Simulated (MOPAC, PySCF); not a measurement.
H2S, SMILES `S`, neutral singlet in the gas phase. 

Cartesian coordinates (Å):
```xyz
3

S      0.0079     0.6186     0.0000
H      0.9662    -0.3217     0.0000
H     -0.9741    -0.2969     0.0000
```
Charge 0, spin multiplicity 1.

All levels are single points at this geometry (B3LYP-D3(BJ)/def2-TZVP); Pople sets use spherical d functions. Orbital energies aren't observables, and empty levels follow the basis.

| level | HOMO (eV) | LUMO (eV) | gap (eV) | dipole (D) | vertical IE, Delta-SCF (eV) |
|---|---|---|---|---|---|
| B3LYP-D3(BJ)/def2-TZVP in PySCF | -7.23 | 0.29 | 7.52 | 1.11 | 10.41 |
| B3LYP/6-311+G** in PySCF | -7.29 | -0.24 | 7.04 | 1.35 | – |
| B3LYP/6-31G* in PySCF | -7.12 | 0.57 | 7.69 | 1.43 | 10.38 |
| B3LYP/LANL2DZ in PySCF | -7.21 | 0.92 | 8.12 | 1.78 | – |
| BP86/6-31G* in PySCF | -6.18 | -0.29 | 5.89 | 1.48 | – |
| PBE/6-31G* in PySCF | -6.07 | -0.19 | 5.88 | 1.49 | 10.33 |
| HF/3-21G in PySCF | -10.69 | 4.89 | 15.58 | 1.81 | – |
| HF/6-31G* in PySCF | -10.45 | 4.54 | 14.99 | 1.39 | 9.26 |
| PM7 in MOPAC | -9.37 | -0.84 | 8.53 | 1.79 | – |
